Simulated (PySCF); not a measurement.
Bond stretch in F2, singlet.

Computed with: RKS-PBE = restricted PBE/cc-pVDZ run with PySCF 2.14.0.

Magnitude of the dipole moment (D; its direction can reverse along the curve, and a method can change to another solution) and Mulliken charge of the fragment that holds F1:

| R / Å | μ RKS-PBE | q RKS-PBE |
|---|---|---|
| 1.03 | 0.00 | 0.00 |
| 1.10 | 0.00 | 0.00 |
| 1.17 | 0.00 | 0.00 |
| 1.25 | 0.00 | 0.00 |
| 1.29 | 0.00 | 0.00 |
| 1.32 | 0.00 | 0.00 |
| 1.38 | 0.00 | 0.00 |
| 1.42 | 0.00 | 0.00 |
| 1.45 | 0.00 | 0.00 |
| 1.51 | 0.00 | 0.00 |
| 1.58 | 0.00 | 0.00 |
| 1.70 | 0.00 | 0.00 |
| 1.86 | 0.00 | 0.00 |

The restricted form behind RKS-PBE keeps the bonding electrons paired and can't separate into open-shell fragments.
